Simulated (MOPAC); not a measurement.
MOPAC input (MNDO):

```
MNDO PRECISE GNORM=0.05 LET XYZ GEO-OK AUX(PRECISION=9) THREADS=1
F2

F    -0.00000000 1   -0.00000000 1   -0.69824324 1
F     0.00000000 1    0.00000000 1    0.69824324 1
```

Problem. What heat of formation does the run end on?

Solution. 7.32 kcal/mol.
